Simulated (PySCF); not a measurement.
**NaCl⁻: basis, grid and Hamiltonian**

Aim: see how much the energy and properties of NaCl⁻ depend on the numerical set-up.

The runs use PySCF 2.14.0; method and basis as typed in the scripts.

5 further runs of the same task are left out: 5 that didn't finish.

### Step 1. Where the work starts

NaCl⁻: 2 atoms, charge -1, spin multiplicity 2.

Bond lengths: Na1–Cl2 2.460 Å.

### Step 2. The base run

input.py reads:

```python
from pyscf import gto, scf, mp

mol = gto.M(
    atom='Na 0 0 0; Cl 0 0 2.46',
    basis='x2c-svpall',
    charge=-1,
    spin=1,
    symmetry=True,
    verbose=4,
)
mf = scf.UHF(mol)
mf = mf.sfx2c1e()
mf.kernel()
mp.MP2(mf, frozen=6).kernel()
mf.dip_moment()
print('orbital energies (hartree):', [e[max(0, n-3):n+3].round(4) for e, n in zip(mf.mo_energy, mol.nelec)])
```

On the command line:

```
$ OMP_NUM_THREADS=1 python input.py
```

Its log is not repeated here.

Base result: E(SCF) = -622.833100 Eh, 9 cycles, E(MP2) − E(SCF) = -0.13853 Eh, ⟨S²⟩ = 0.750.

The bond length is a typed value, not an optimised one. The dipole of an ion depends on the origin.

### Step 3. Jorge-dzp (X2C off)

Edit 1 changes basis set: x2c-svpall → jorge-dzp; spin-free X2C: on → off.

input.py reads:

```python
from pyscf import gto, scf, mp

mol = gto.M(
    atom='Na 0 0 0; Cl 0 0 2.46',
    basis='jorge-dzp',
    charge=-1,
    spin=1,
    symmetry=True,
    verbose=4,
)
mf = scf.UHF(mol)
mf.kernel()
mp.MP2(mf, frozen=6).kernel()
mf.dip_moment()
print('orbital energies (hartree):', [e[max(0, n-3):n+3].round(4) for e, n in zip(mf.mo_energy, mol.nelec)])
```

On the command line:

```
$ OMP_NUM_THREADS=1 python input.py
```

### Step 4. 6-311g** (X2C off)

Edit 2 changes basis set: x2c-svpall → 6-311g**; spin-free X2C: on → off.

Changes to input.py since step 2:

```diff
@@ -4,3 +4,3 @@
     atom='Na 0 0 0; Cl 0 0 2.46',
-    basis='x2c-svpall',
+    basis='6-311g**',
     charge=-1,
@@ -11,3 +11,2 @@
 mf = scf.UHF(mol)
-mf = mf.sfx2c1e()
 mf.kernel()
```

### Step 5. 6-311++g** (X2C off)

Edit 3 changes basis set: x2c-svpall → 6-311++g**; spin-free X2C: on → off.

Changes to input.py since step 2:

```diff
@@ -4,3 +4,3 @@
     atom='Na 0 0 0; Cl 0 0 2.46',
-    basis='x2c-svpall',
+    basis='6-311++g**',
     charge=-1,
@@ -11,3 +11,2 @@
 mf = scf.UHF(mol)
-mf = mf.sfx2c1e()
 mf.kernel()
```

### Step 6. Cartesian functions on

Edit 4 changes Cartesian functions: off → on.

Changes to input.py since step 2:

```diff
@@ -8,2 +8,3 @@
     symmetry=True,
+    cart=True,
     verbose=4,
```

Q: Predict the outcome of this session. Wanted: for each run, E(SCF); from base; gap, α spin; after the SCF.

As calculated:

```tsv
run	E(SCF) (hartree)	from base (eV)	cycles	gap, α spin (eV)	functions	after the SCF
base	-622.833100	0	9	6.61	33	MP2 correlation -3.770 eV, core frozen
jorge-dzp (X2C off)	-621.453728	not comparable	10	4.82	48	MP2 correlation -4.958 eV, core frozen
6-311g** (X2C off)	-621.455124	not comparable	11	4.18	52	MP2 correlation -7.049 eV, core frozen
6-311++g** (X2C off)	-621.457814	not comparable	11	2.94	60	MP2 correlation -7.080 eV, core frozen
Cartesian functions on	-622.840726	-0.2075	9	6.64	35	MP2 correlation -3.875 eV, core frozen
```

In words: Total energies from different bases, Hamiltonians or methods carry different errors, so properties are taken as differences within one set-up.
